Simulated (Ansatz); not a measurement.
**bcc V**

All values below come from r²SCAN (plane waves, PAW; Ansatz, a quantum-chemistry and plane-wave program).

Run with plane-wave cutoff 500 eV, 2×2×2 k mesh, Fermi–Dirac smearing 0.1 eV, cell of 250 sites, scalar-relativistic PAW data made under PBE.

Cell: relaxed at this level.

```yaml
vacancy_formation_energy: 2.62 eV
vacancy_formation_energy_before_relaxation: 3.13 eV
```

Measured, for comparison: vacancy formation energy 2.15 ± 0.05 eV (midpoint of the printed range, monovacancy, our sources range from 2.07 to 2.15; as tabulated in Byggmästar et al. (2020), arXiv:2006.14365). Computed (rounded) less measured: vacancy formation energy +0.47 eV (+0.47 eV to +0.55 eV over the range).

Note: energies are extrapolated to zero smearing, and mesh and cell size move such values by some hundredths of an eV or more.
